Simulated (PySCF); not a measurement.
BFH₅N.
Numbering: `[NH3+:1][BH2-:2][F:3]` (hydrogens: H4, H5, H6 on N1; H7, H8 on B2)

Computed, not measured: MP2 and CCSD/aug-cc-pVDZ in PySCF, restricted Hartree–Fock reference, 3 core orbitals frozen, non-relativistic, gas phase, PBE0-D3(BJ)/def2-SVP geometry.

E(HF) = -181.56329 Eh.

Problem. How large is the problem?

Solution. 114 basis functions and 26 electrons; 3 orbitals frozen, which leaves o = 10 correlated occupied and v = 101 virtual orbitals. That is o·v = 1010 singles and o·v(o·v + 1)/2 = 510555 distinct closed-shell doubles amplitudes before symmetry; the costliest CCSD step grows as o²v⁴ = 1.0 × 10^10.

Problem. What are the MP2 and CCSD correlation energies?

Solution. MP2 -0.5049 Eh and CCSD -0.5354 Eh, which gives totals of -182.06816 and -182.09868 Eh. That is 0.728 eV for each correlated electron at CCSD (1406 kJ/mol in all, 0.294 % of the total energy); MP2 gives 94.3 % of the CCSD value.

Problem. What is the T1 diagnostic?

Solution. 0.0113, below the customary warning level of 0.02. It is the norm of the spatial-orbital singles amplitudes over the root of the number of correlated electrons, so the norm is 0.051.

Problem. How does correlation change the dipole moment?

Solution. HF gives 5.73 D and CCSD (unrelaxed density) 5.58 D, a change of -0.15 D.

Connected triples and the basis-set limit are missing.

The job also held the EOM ionisation and excitation roots. Hardware: one thread, Arm Neoverse V1, no GPU (shared host). Cost: 8.8 min of wall time.
